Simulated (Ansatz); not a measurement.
# BH3SSi (SMILES B[SiH]=S): single points off equilibrium

An exercise on one series of results from a longer session: the logs are not shown, and one member is left open.

Program: Ansatz 0.2.0, Gaussian basis. Level of theory: single points in def2-TZVPP. These are calculated values, not measurements.

Correlated methods freeze the cores. B3LYP uses VWN-RPA correlation.

### The starting structure

SMILES `B[SiH]=S`, 6 atoms, charge 0, spin multiplicity 1.

Atoms are counted from 1 here; the program's logs count them from 0.

Bond lengths: B1–Si2 1.954 Å, B1–H4 1.290 Å, B1–H5 1.097 Å, Si2–S3 1.982 Å, Si2–H6 1.403 Å. Angles: Si2–B1–H4 119.1°, Si2–B1–H5 122.7°, H4–B1–H5 117.5°, B1–Si2–S3 122.5°, B1–Si2–H6 118.2°, S3–Si2–H6 119.2°.

Geometry (Å):

```xyz
6

B     0.3764   -0.4100   -0.8590
Si   -0.3471    0.2415    0.8347
S     0.0178    2.0664    1.5160
H     0.1086   -1.6145   -1.2344
H     0.8762    0.2473   -1.5818
H    -1.0939   -0.6470    1.6223
```

Set-up of the first run:

File run/in.yaml:

```yaml
crystal:
  periodic: [false, false, false]
  atoms:
    - {symbol: B, position_ang: [0.376400, -0.410000, -0.859000]}
    - {symbol: Si, position_ang: [-0.347100, 0.241500, 0.834700]}
    - {symbol: S, position_ang: [0.017800, 2.066400, 1.516000]}
    - {symbol: H, position_ang: [0.108600, -1.614500, -1.234400]}
    - {symbol: H, position_ang: [0.876200, 0.247300, -1.581800]}
    - {symbol: H, position_ang: [-1.093900, -0.647000, 1.622300]}
basis:
  gaussian: {orbitals: def2-TZVPP}
correlation: {method: ccsd_t}
output: {forces: true}
```

The command line of these runs was not kept.

Among the steps run: CCSD(T)/def2-TZVPP; PBE0-D4/def2-TZVPP; wB97M-V/def2-TZVPP; r2SCAN-D4/def2-TZVPP; PBE-D4/def2-TZVPP; B3LYP-D4/def2-TZVPP; BLYP-D4/def2-TZVPP.

One table of the session follows, with a row left open; its other results are not shown here.

```
   method  RMS force component (eV/Å)  angle to CCSD(T) forces (°)  dipole (D)
  CCSD(T)                       1.373                    reference        2.56
  PBE0-D4                       1.416                          5.4        2.75
  wB97M-V                       1.404                          8.8        2.95
r2SCAN-D4                       1.381                          3.5        2.57
   PBE-D4                       1.377                          7.2        2.29
 B3LYP-D4                           ?                            ?           ?
  BLYP-D4                       1.319                          7.2        2.27
```

**Question.** Estimate the row for B3LYP-D4.

As computed: RMS force component (eV/Å): 1.350; angle to CCSD(T) forces (°): 2.5; dipole (D): 2.64. In the column «RMS force component (eV/Å)» it lies between BLYP-D4 (1.319) and CCSD(T) (1.373).
